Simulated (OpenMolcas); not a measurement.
# One shape, several levels: SiO2 (silicon dioxide molecule)

We compute a comparison of 6 runs (HF/STO-3G, PBE/STO-3G, UB3LYP/STO-3G, r2SCAN/STO-3G, MP2/STO-3G, CISD/STO-3G) of SiO2 (silicon dioxide molecule). 

The calculation is run with OpenMolcas 26.06.

2 further runs of the same task are left out: 1 for a known fault of the program, 1 that didn't finish.

**1. The system as given**

SiO2 has 3 atoms, charge 0, and is taken as a singlet. As SMILES, `O=[Si]=O`. The O1–Si2 distance was set to 3.728 Å, away from the relaxed value. At this shape a bond of the SMILES string is far longer than usual.

Bond lengths: Si2–O3 1.491 Å.

**2. The energy at HF/STO-3G (run 1)**

Contents of test.input:

```
* O2Si Hartree-Fock

&GATEWAY
  BasLib=$CurrDir
  Coord
  3
  angstrom
  O        1.729190       3.042600       1.284605
  Si      -0.000730       0.000440      -0.000160
  O       -0.690510      -1.217740      -0.513580
  Basis=STO-3G
  Group=NoSym

&SEWARD

&SCF
  Thresholds=1e-10 1e-07 1e-07 1e-05
  PrOrbitals=1 1
```

The basis set STO-3G is read from a file made from the Basis Set Exchange's data (not shown).

Run with:

```
export MOLCAS_MEM=1860
pymolcas test.input > test.log
```

The log of the run:

```text
--- Start Module: gateway ---
[...]
--- Stop Module: gateway /rc=_RC_ALL_IS_WELL_ ---
--- Start Module: seward ---
[...]
      Basis functions           19
--- Stop Module: seward /rc=_RC_ALL_IS_WELL_ ---
--- Start Module: scf ---
[...]
       Convergence after  40 Iterations
[...]
::    Total SCF energy                               -433.0620113560
[...]
      Total spin, S                                     0.0000000000
[...]
      Total electronic charge=   30.000000
      Total            charge=   -0.000000
[...]
      Dipole Moment (debye):
      Origin of the operator (angstrom)=    0.2767    0.4869    0.2056
                   X=  8.4110E-01               Y=  1.4855E+00               Z=  6.2607E-01           Total=  1.8183E+00
      Quadrupole Moment (debye*angstrom):
[...]
--- Stop Module: scf /rc=_RC_ALL_IS_WELL_ ---
[...]
```

Run time: 1.7 s. Hardware: 1 thread of Arm Neoverse V2, shared host; peak memory 0.37 GiB.

**3. The energy at PBE/STO-3G (run 2)**

Contents of test.input:

```
>>> EXPORT MOLCAS_PRINT=2

&gateway
  baslib=$CurrDir
  coord
  3
  angstrom
  O        1.729190       3.042600       1.284605
  Si      -0.000730       0.000440      -0.000160
  O       -0.690510      -1.217740      -0.513580
  basis=STO-3G
  group=NoSym

&seward
  gridinput
  Grid=UltraFine
  End of Grid

&scf
  ksdft=PBE
  thresholds=1e-10 1e-07 1e-07 1e-05
  prorbitals=1 1
```

The basis set STO-3G is read from a file made from the Basis Set Exchange's data (not shown).

Run with:

```
export MOLCAS_MEM=1860
pymolcas test.input > test.log
```

The log of the run:

```text
--- Start Module: gateway ---
[...]
--- Stop Module: gateway /rc=_RC_ALL_IS_WELL_ ---
--- Start Module: seward ---
[...]
      Basis functions           19
--- Stop Module: seward /rc=_RC_ALL_IS_WELL_ ---
--- Start Module: scf ---
[...]
       Convergence after 107 Iterations
[...]
::    Total KS-DFT energy                            -433.8766463797
[...]
      Total spin, S                                     0.0000000000
[...]
      Total electronic charge=   30.000000
      Total            charge=   -0.000000
[...]
      Dipole Moment (debye):
      Origin of the operator (angstrom)=    0.2767    0.4869    0.2056
                   X=  1.2666E-01               Y=  2.2619E-01               Z=  9.4828E-02           Total=  2.7604E-01
      Quadrupole Moment (debye*angstrom):
[...]
--- Stop Module: scf /rc=_RC_ALL_IS_WELL_ ---
[...]
```

Wall time 13 s (1 thread of Arm Neoverse V2, shared host); peak memory 0.37 GiB.

Runs 3 to 5 aren't shown in full; the table further down has their settings and results.

**4. A single-point energy at CISD/STO-3G (run 6)**

Contents of test.inp:

```
&GATEWAY
BasLib
$CurrDir
Coord
3
angstrom
O        1.729190       3.042600       1.284605
Si      -0.000730       0.000440      -0.000160
O       -0.690510      -1.217740      -0.513580
Basis
STO-3G
Group
NoSym
&SEWARD
&SCF
Thresholds
1e-10 1e-07 1e-07 1e-05
PrOrbitals
1 1
&MOTRA
Frozen
7
&GUGA
Electrons
16
Spin
1
Inactive
8
Active
0
CIAll
1
&CPF
SDCI
```

The basis set STO-3G is read from a file made from the Basis Set Exchange's data (not shown).

Run with:

```
export MOLCAS_MEM=1860
pymolcas test.inp > test.log
```

The log of the run:

```text
--- Start Module: gateway ---
[...]
--- Stop Module: gateway /rc=_RC_ALL_IS_WELL_ ---
[...]
      Basis functions           19
[...]
       Convergence after  40 Iterations
[...]
::    Total SCF energy                               -433.0620113560
[...]
      Total spin, S                                     0.0000000000
[...]
      *** WARNING: Default frozen orbitals is overwritten by user input.
      *** Default values:   4
[...]
--- Start Module: guga ---
[...]
--- Stop Module: guga /rc=_RC_ALL_IS_WELL_ ---
--- Start Module: cpf ---
[...]
      Active orbitals                            0       0
[...]
      Spin quantum number                      0.0
[...]
     FINAL CI ENERGY          -433.21406635
     FINAL CORRELATION ENERGY   -0.15205499  REFERENCE ENERGY    -433.06201136
[...]
     REL. CI ENERGY           -433.21406635
[...]
      Total electronic charge=   30.000000
      Total            charge=    0.000000
[...]
      Dipole Moment (debye):
      Origin of the operator (angstrom)=    0.2767    0.4869    0.2056
                   X=  3.1522E-01               Y=  5.5677E-01               Z=  2.3464E-01           Total=  6.8148E-01
      Quadrupole Moment (debye*angstrom):
[...]
--- Stop Module: cpf /rc=_RC_ALL_IS_WELL_ ---
[...]
```

Run time: 1.8 s. Hardware: 1 thread of Arm Neoverse V2, shared host; peak memory 0.37 GiB.

**5. Overview of the runs**

```tsv
run	level	integration grid	scramble	energy (Eh)	dipole moment (D) of the reference	HOMO energy (eV)	LUMO energy (eV)	wall time
1	HF/STO-3G	–	–	-433.062011	1.82	-7.83	6.32	1.7 s
2	PBE/STO-3G	UltraFine	–	-433.876646	0.28	-2.05	-2.03	13 s
3	UB3LYP/STO-3G	UltraFine	0.25	-434.282719	1.22	-4.18	0.06	43 s
4	r2SCAN/STO-3G	UltraFine	–	-434.122410	5.53	-2.98	-2.91	6.9 s
5	MP2/STO-3G	–	–	-433.216172	1.82	-7.83	6.32	1.7 s
6	CISD/STO-3G	–	–	-433.214066	1.82	-7.83	6.32	1.8 s
```

**6. Outcome**

```
                                          quantity          value
                               run 6: total energy  -433.21407 Eh
         run 6: dipole moment (mean-field density)         1.82 D
        run 6: HOMO energy (Hartree–Fock orbitals)       -7.83 eV
        run 6: LUMO energy (Hartree–Fock orbitals)        6.32 eV
      run 6: HOMO–LUMO gap (Hartree–Fock orbitals)       14.15 eV
run 6: correlation energy (7 core orbitals frozen)     -152.1 mEh
```

In words: Below the HF energy at the same shape and in the same basis (STO-3G): MP2 -154.2 mEh; CISD -152.1 mEh. Over runs 1, 2, 3, 4 the dipole moment (its size) runs from 0.28 D (PBE/STO-3G) to 5.53 D (r2SCAN/STO-3G). The two dipoles point in opposite directions. So wide a spread suggests that the runs ended on unlike SCF solutions, not only an effect of the method. Over runs 1, 2, 3, 4 the HOMO–LUMO gap runs from 0.02 eV (PBE/STO-3G) to 14.15 eV (HF/STO-3G). Exact exchange widens orbital gaps. Totals of different functionals can't be ranked against each other. In runs 1, 2, 3, 4, 5, 6 the basis is minimal, so the values are rough. In runs 1, 2, 4, 5, 6 a closed-shell determinant meets a far-stretched bond, which it describes badly. Spin contamination of the reference: run 3 ⟨S²⟩ = 1.00. Where it is this large, the reference is a mixture of spin states, and values that rest on it are in doubt. All runs together took 68 s, the longest 43 s.
